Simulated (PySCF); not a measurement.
Adding and removing an electron: MgCl

PBE0; basis Mg pcseg-1, Cl pcseg-1; no relativity; PySCF 2.14. Neutral (UKS): doublet (σ ↑), Re = 2.271 Å, ωe = 415 cm⁻¹, De = 3.04 eV, HOMO -5.90 eV, LUMO -2.92 eV.

MgCl⁺ (UKS): singlet (closed shell), Re = 2.164 Å, ωe = 503 cm⁻¹, De = 2.56 eV to Mg⁺ + Cl. The energies at the minima are -660.02952 hartree for MgCl and -659.73551 for MgCl⁺.

**Question.** Work out the adiabatic ionisation energy, without and with harmonic zero-point energies (1 hartree = 27.2114 eV, 1 eV = 8065.5 cm⁻¹), and the change of the bond length.

**Answer.** At PBE0: 0.29401 hartree = 8.000 eV between the minima; the zero-point term (503.0 − 415.0)/2 cm⁻¹ = +0.005 eV makes it 8.006 eV. Re changes by -10.7 pm against the neutral. The electron leaves a σ orbital; in so polar a molecule the change of length follows mostly from the change of the ionic charges.

For an ion De counts to the pair picked by the measured ionisation energies or electron affinities, which need not be the lowest pair at this level. States were picked by a PBE0 search and need not be the measured ground states.
